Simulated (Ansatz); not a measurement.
**C3H6, singlet: the ladder up to RCCSDT(Q)**

Geometry: MP2(full)/6-31G*, from the G2/97 set.

```xyz
9

C     0.0000    0.8670    0.0000
C     0.7508   -0.4335    0.0000
C    -0.7508   -0.4335    0.0000
H     0.0000    1.4558    0.9105
H     0.0000    1.4558   -0.9105
H     1.2607   -0.7279   -0.9105
H     1.2607   -0.7279    0.9105
H    -1.2607   -0.7279    0.9105
H    -1.2607   -0.7279   -0.9105
```

Basis cc-pVDZ; Ansatz 0.2.0. Only valence electrons are correlated (noble-gas cores frozen), which leaves 18 electrons in 69 orbitals. R marks a restricted (for open shells ROHF) determinant. Active spaces: frontier = (8e, 8o) about the gap.

Full CI isn't at hand for all of this; RCCSDT(Q) serves as the reference, and is uncertain by about the last step of the cluster series.

The UHF ⟨S²⟩ is 0.000 and the T1 diagnostic (RCCSD) is 0.0064. The largest doubles amplitude (RCCSD) is 0.044.

| level | E − E(RHF) (eV) |
| --- | --- |
| RMP2 | -11.5201 |
| RCCSD | -12.5744 |
| RCCSD(T) | -12.9524 |

**Question.** Estimate how far RCCSDT(Q) in cc-pVDZ lies from RCCSD(T). The table doesn't fix it; the size of (T) and the diagnostics are the guide.

**Answer.** RCCSDT(Q) in cc-pVDZ lies 1.47 mEh below RCCSD(T), which is 11 % of the (T) step (-13.89 mEh). The diagnostics are small and one determinant leads, so the series closes fast and only a small part of (T) is left.

The other levels:

```json
{"level": "CISD", "E − E(RCCSDT(Q)) (mEh)": "68.29", "share of correlation (%)": "85.70", "wall time": "7 s"}
{"level": "BCCD(T)", "E − E(RCCSDT(Q)) (mEh)": "1.45", "share of correlation (%)": "99.70", "wall time": "1.9 s"}
{"level": "RCCSDT", "E − E(RCCSDT(Q)) (mEh)": "0.86", "share of correlation (%)": "99.82", "wall time": "–"}
{"level": "CASSCF (frontier space)", "E − E(RCCSDT(Q)) (mEh)": "395.04", "share of correlation (%)": "17.26", "wall time": "–"}
{"level": "MRCISD (frontier space)", "E − E(RCCSDT(Q)) (mEh)": "47.92", "share of correlation (%)": "89.96", "wall time": "–"}
{"level": "MRCISD+Q (frontier space)", "E − E(RCCSDT(Q)) (mEh)": "6.88", "share of correlation (%)": "98.56", "wall time": "18 s (H100)"}
```

The correlation energy at RCCSDT(Q), counted from RHF, is -12.992 eV. That run took 14 s on 2 threads of AMD EPYC 7R13 with a shared H100 80 GB, shared host.

Times hold each run's SCF and search for its determinant on a shared host, so for small cases they say little of a method's own cost; rows without a card ran on 1 thread of AMD EPYC 7R13.

Atomization energy (electronic, same basis, no zero-point term; atoms at the same level, unrestricted beside the R rows where the molecule is a closed shell, with restricted open-shell steps beyond CCSDT(Q)) at RCCSDT(Q): 3326.4 kJ/mol. Errors of other levels:

```
   level  error (kJ/mol)
     RHF          -669.4
    RMP2            34.4
    CISD          -165.5
   RCCSD           -30.4
RCCSD(T)            -1.2
 BCCD(T)            -0.9
  RCCSDT            -2.1
```

This basis is far from its limit, so the value isn't to be set against a measured one. Truncated CI isn't size-consistent, which counts against it in atomization.
